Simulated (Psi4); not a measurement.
Psi4 input (wB97X-D/6-31G*):

```
memory 1500 MB

molecule {
1 2
C     0.01102909    0.00659034    0.69372728
C    -0.01102909   -0.00659034   -0.69372728
H    -0.20866404    0.91610177    1.25199051
H     0.24863065   -0.89222006    1.26189918
H     0.21203297    0.89129169   -1.26921414
H    -0.25199958   -0.91517340   -1.24467556
symmetry c1
no_reorient
no_com
}

set {
  basis 6-31G*
  reference uks
  scf_type pk
  dft_radial_points 99
  dft_spherical_points 590
  e_convergence 1e-8
  d_convergence 1e-7
  maxiter 150
}

e = energy('wb97x-d')
print_out(f'\nFINAL {e:.10f} DIPOLE {variable("CURRENT DIPOLE")[0]:.6f} {variable("CURRENT DIPOLE")[1]:.6f} {variable("CURRENT DIPOLE")[2]:.6f}\n')
```

Task: Predict the final energy.

Result: -78.18434 Eh.
